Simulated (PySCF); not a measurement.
C5H9N.
Cartesian coordinates in Å at the PBE0-D3(BJ)/def2-TZVP level; atoms count from 1:
```xyz
15
C5H9N angstrom
C      0.017    1.399    0.447
C     -0.046   -0.100    0.145
C     -1.078   -0.379   -0.952
C      1.331   -0.618   -0.277
C     -0.457   -0.807    1.362
N     -0.776   -1.367    2.315
H     -0.954    1.775    0.771
H      0.747    1.611    1.230
H      0.313    1.936   -0.457
H     -1.141   -1.446   -1.169
H     -0.784    0.145   -1.864
H     -2.068   -0.029   -0.656
H      2.074   -0.442    0.504
H      1.301   -1.689   -0.486
H      1.650   -0.098   -1.183
```

All values: wB97X-D/pcSseg-2 (PySCF, non-relativistic), on one gas-phase PBE0-D3(BJ)/def2-TZVP geometry that isn't relaxed in the solvent. The solvent is an IEF-PCM continuum (Bondi radii, 1.10 Å for H, scaled by 1.2). The model holds no explicit solvent molecules, cavitation or dispersion.

Gas phase at wB97X-D/pcSseg-2: HOMO -11.10 eV, LUMO 1.91 eV, dipole 4.19 D.

Problem. What does the continuum do to the energy, the frontier levels and the dipole at wB97X-D/pcSseg-2 in chloroform?

Solution. 
```tsv
solvent	ε	E(solvent) − E(gas) (kcal/mol)	polarisation term (kcal/mol)	distortion of the solute (kcal/mol)	HOMO (eV)	LUMO (eV)	dipole (D)
chloroform	4.711	-4.78	-5.55	0.77	-11.18	2.21	5.10
```

The first energy column is the sum of the next two and covers electrostatics alone.

Problem. Which radius a makes the point-dipole formula ΔE = −[(ε − 1)/(2ε + 1)]·μ²/a³ give the value in chloroform, with the gas-phase dipole?

Solution. μ = 1.647 au and |ΔE| = 0.00761 Eh give a = 2.66 Å; the farthest nucleus lies 2.81 Å from the centroid of the nuclei, so such a sphere wouldn't even hold the nuclei. The formula assumes a rigid point dipole at the centre of a sphere.

Problem. Give the dipole vector in the frame of the coordinates (D, pointing from negative to positive charge), gas and chloroform.

Solution. Gas (1.17, 2.03, -3.47), solvent (1.42, 2.47, -4.23). Its length changes by +22 % and its direction by less than 1°.

Note: wB97X-D ran without an empirical dispersion term, which enters the total energy and its gradient alone.
